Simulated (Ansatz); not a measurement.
Basis-set extrapolation for C₃H₄F₂O (`CC(F)(F)C=O`) (PBE0-D4/def2-TZVP geometry, frozen core, Ansatz). Multiplicity 1, RHF reference.

```
                      def2-TZVPP   def2-QZVPP
                 HF  -389.832134  -389.849198
    MP2 correlation    -1.212058    -1.310929
CCSD(T) correlation    -1.280629      not run
```

Energies in hartree. Use E(X) = E(∞) + A·exp(−7.88·√X) for Hartree–Fock and E(X) = E(∞) + B·X^(−2.97) for correlation, with X = 3 and 4, and add CCSD(T) minus MP2 of the smaller set to the MP2 limit.

What is the CCSD(T) energy at the basis-set limit?

HF limit: -389.849198 + (-0.017064) × 0.13774 = -389.85155. MP2 limit: -1.310929 + (-0.098871) × 0.74074 = -1.38417. Higher-order term: -1.280629 − (-1.212058) = -0.06857. Total: -391.30429 hartree, 502.9 kJ/mol below CCSD(T)/def2-TZVPP.
